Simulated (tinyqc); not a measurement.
A ladder of methods, and size consistency: correlation methods against full CI in the sto-6g basis, for H2O, spin multiplicity 1. Computed by the program tinyqc with PySCF. All electrons correlated; +Q is the Davidson correction (1 - c0^2) E_corr. The last columns treat two copies 100 angstrom apart as one system. FCI is the lowest singlet.

Geometry (angstrom):
```
atom       x        y       z
O     0.0000   0.0000  0.0000
H     0.0000   0.6400  0.6190
H     0.0000  -0.6400  0.6190
```

RHF energy of one = -75.651155 hartree

Correlation energies (hartree):
```
method   E_corr of one  share of FCI (%)  E_corr of two at 100 angstrom  two minus twice one (mhartree)
MP2           -0.03264            73.640                       -0.06528                           0.000
CISD          -0.04381            98.856                       -0.08589                           1.735
CISD+Q        -0.04472           100.896                       -0.08923                           0.211
CCSD          -0.04424            99.809                       -0.08847                           0.000
CCSD(T)       -0.04429            99.924                       -0.08857                           0.000
FCI           -0.04432           100.000                              -                               -
```

What does the comparison show, and why?

MP2 recovers 74 %, CISD 98.9 % and CCSD 99.8 % of the FCI value (c0^2 = 0.979 in CISD). MP2 and coupled cluster are size consistent, so their last column vanishes; CISD loses 1.74 mhartree, since a double excitation on each copy is a quadruple of the pair, and the Davidson correction leaves +0.21.
